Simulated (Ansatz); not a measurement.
[OH···H···O], triplet: transfer scan

Starting geometry:

```xyz
4

O    -1.2068   -0.0275    0.0000
H    -1.4562    0.8991    0.0000
H    -0.2473   -0.0275    0.0000
O     1.3142   -0.0275    0.0000
```

From there H3 is moved from one fragment to the other while all else, the fragments' distance too, stays fixed, so the hump isn't the reaction's barrier; atoms are numbered as listed. Energies are in kcal/mol, counted from the starting geometry at the same level. Kohn–Sham curves are unrestricted where that lies lower.

Basis cc-pVTZ; Ansatz 0.2.0. Only valence electrons are correlated (noble-gas cores frozen). R marks a restricted (for open shells ROHF) determinant, U an unrestricted one.

Coupled cluster chose its determinant by trial CCSD, here up to 0.07 eV above the lowest Hartree–Fock solution of its kind.

Full CI isn't at hand for all of this; UCCSDT(Q) serves as the reference, and is uncertain by about the last step of the cluster series.

| distance O1-H3 (Å) | UCCSDT(Q) | PBE | r2SCAN | PBE0 | B3LYP | r2SCANh | wB97M-V | B2PLYP | RPA-PBE |
| --- | --- | --- | --- | --- | --- | --- | --- | --- | --- |
| 0.960 | 0.0 | 0.0 | 0.0 | 0.0 | 0.0 | 0.0 | 0.0 | 0.0 | 0.0 |
| 1.041 | 4.3 | -0.1 | 1.5 | 2.7 | 2.0 | 2.3 | 3.3 | 3.7 | 0.7 |
| 1.204 | 19.5 | 5.6 | 9.7 | 13.5 | 11.5 | 11.9 | 15.7 | 15.6 | 6.1 |
| 1.368 | 21.8 | 7.6 | 11.0 | 15.2 | 13.1 | 12.9 | 17.5 | 17.7 | 8.0 |
| 1.531 | 15.1 | 8.5 | 8.6 | 11.3 | 10.2 | 9.1 | 12.2 | 12.9 | 8.4 |
